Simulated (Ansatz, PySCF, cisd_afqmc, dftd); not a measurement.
System: CH$_{4}$S, charge 0, singlet. CH4S (SMILES CS).
B3LYP-D3(BJ)/def2-TZVP minimum from Ansatz (a program for electronic structure):
```xyz
6

C     -0.0402     1.1565     0.0077
S     -0.0524    -0.6664    -0.0048
H      1.2792    -0.8404     0.0008
H     -1.0838     1.4664     0.0045
H      0.4371     1.5427     0.9058
H      0.4463     1.5550    -0.8800
```
Charge 0, spin multiplicity 1.

Quantity: enthalpy of formation at 298 K (by atomisation, with ideal-gas terms from PySCF's Hessian at B3LYP-D3(BJ)/def2-TZVP and the atoms' measured values of the G2/97 table; no spin-orbit terms), in kJ/mol. UHF or UKS for unpaired electrons; spin-orbit terms are left out. Cores are frozen in correlated methods. Rows without X2C or -DK are non-relativistic. AFQMC is phaseless with a CISD trial state; ± is one standard error, without the phaseless bias. Outlying blocks are dropped, and bars are widened where a walk drifts. Over all cases where full CI ran beside it in this data, AFQMC minus full CI had a median of +0.1 mEh and passed +0.4 mEh in a tenth of the cases. CBS(X,Y): correlation extrapolated as X^-3, Hartree-Fock from the larger set (Q,5: extrapolated as (X+1)exp(-9√X)). A bracket is a step between two methods taken in the basis named. Functionals run without relativity, which enters their misses. Double hybrids freeze cores in their MP2 part. '+ core + X2C': CCSD(T) terms for core correlation (cc-pwCVTZ, 1s frozen past Ne) and scalar relativity (cc-pVTZ-DK). Where a partner has so few electrons that a lower coupled-cluster level is exact, that level stands in.

Measured: -5.5 kcal/mol, -23.0 kJ/mol (G2/97 table in ASE (Curtiss et al.)); atomic spin-orbit terms, which the calculations lack, would raise the computed values.

```json
[
 {"level": "HF/CBS(cc-pV(Q+d)Z,cc-pV(5+d)Z)", "program": "Ansatz", "enthalpy of formation at 298 K (kJ/mol)": "490.7", "error against that value": "513.7"},
 {"level": "PBE-D4/def2-TZVPD", "program": "Ansatz + dftd4", "enthalpy of formation at 298 K (kJ/mol)": "-46.1", "error against that value": "-23.1"},
 {"level": "PBE0/def2-TZVPD", "program": "Ansatz", "enthalpy of formation at 298 K (kJ/mol)": "-17.4", "error against that value": "5.6"},
 {"level": "r2SCANh-D4/def2-TZVPD", "program": "Ansatz + dftd4", "enthalpy of formation at 298 K (kJ/mol)": "-15.2", "error against that value": "7.8"},
 {"level": "CAM-B3LYP-D3(BJ)/def2-TZVPD", "program": "Ansatz + dftd3", "enthalpy of formation at 298 K (kJ/mol)": "-23.6", "error against that value": "-0.6"},
 {"level": "B2PLYP-D4/def2-TZVPD", "program": "Ansatz + dftd4", "enthalpy of formation at 298 K (kJ/mol)": "3.5", "error against that value": "26.5"},
 {"level": "B2GP-PLYP/def2-TZVPD", "program": "Ansatz", "enthalpy of formation at 298 K (kJ/mol)": "14.1", "error against that value": "37.1"},
 {"level": "MP2/cc-pV(5+d)Z", "program": "Ansatz", "enthalpy of formation at 298 K (kJ/mol)": "-20.0", "error against that value": "3.0"},
 {"level": "CCSD(T)/cc-pV(Q+d)Z", "program": "Ansatz", "enthalpy of formation at 298 K (kJ/mol)": "-5.6", "error against that value": "17.4"},
 {"level": "CCSD(T)/cc-pV(5+d)Z", "program": "Ansatz", "enthalpy of formation at 298 K (kJ/mol)": "-14.7", "error against that value": "8.3"},
 {"level": "CCSD(T)/CBS(cc-pV(Q+d)Z,cc-pV(5+d)Z)", "program": "Ansatz", "enthalpy of formation at 298 K (kJ/mol)": "-23.6", "error against that value": "-0.6"},
 {"level": "AFQMC/CISD/cc-pV(T+d)Z", "program": "cisd_afqmc", "enthalpy of formation at 298 K (kJ/mol)": "22.4 ± 0.8", "error against that value": "45.4"},
 {"level": "CCSD(T)/CBS(cc-pV(Q+d)Z,cc-pV(5+d)Z) + [AFQMC/CISD - CCSD(T)]/cc-pV(T+d)Z + core + X2C", "program": "Ansatz + cisd_afqmc", "enthalpy of formation at 298 K (kJ/mol)": "-29.1 ± 0.8", "error against that value": "-6.1"},
 {"level": "CCSD(T)/CBS(cc-pV(Q+d)Z,cc-pV(5+d)Z) + [CCSDT(Q) - CCSD(T)]/cc-pV(D+d)Z + core + X2C", "program": "Ansatz", "enthalpy of formation at 298 K (kJ/mol)": "-28.7", "error against that value": "-5.7"}
]
```
